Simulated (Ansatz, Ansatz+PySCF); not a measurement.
```xyz
3

S     0.0000    0.2015   -1.4669
S     0.0000   -0.6406    0.3227
H     0.0000    0.4391    1.1442
```

Basis set: cc-pVTZ on H; cc-pV(T+d)Z on S (spherical functions). Frozen core: 10 orbitals. Correlation on ROHF uses semicanonical orbitals with singles. Charge 0, multiplicity 2.

Computed with Ansatz (development build ahead of 0.2.0); each method stands on the lowest determinant of its kind that the runs found.

**Question.** Give the atomization energy at this shape (free ground-state atoms in the same class of orbitals less the molecule, no zero-point energy) of doublet HS2 by ROHF-CCSD(T), ROHF-MP2, UHF-MP2.

**Answer.**

```
      method  atomization energy
ROHF-CCSD(T)             6.70 eV
    ROHF-MP2             6.71 eV
     UHF-MP2             6.75 eV
```
